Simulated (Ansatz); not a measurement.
Copper, fcc: convergence with cold smearing

Computed with Ansatz, LDA, scalar-relativistic PAW, on the relaxed cell (a = 3.518 Å; spin not included). Errors count from a run at 420 eV on a Γ-centred 25×25×25 mesh with Fermi-Dirac smearing of 0.1 eV, extrapolated to zero width. Fixed here: cutoff 420 eV, mesh 15×15×15. The SCF starts from atomic densities corrected by a trained network.

```tsv
width (eV)	E(σ→0) error (meV/atom)	F error (meV/atom)	P (GPa)	SCF iterations
0.01	-0.3	-0.3	-0.13	5
0.03	-0.4	-0.4	-0.12	5
0.1	-0.6	-0.7	-0.11	5
0.2	-0.7	-1.2	-0.06	5
0.3	-1.6	-1.8	-0.01	5
0.6	-3.3	0.8	-0.04	5
```

Task: What does the run at 1.0 give (width)?

Result: E(σ→0) error (meV/atom): -57.7; F error (meV/atom): 122.0; P (GPa): -6.48; SCF iterations: 5.
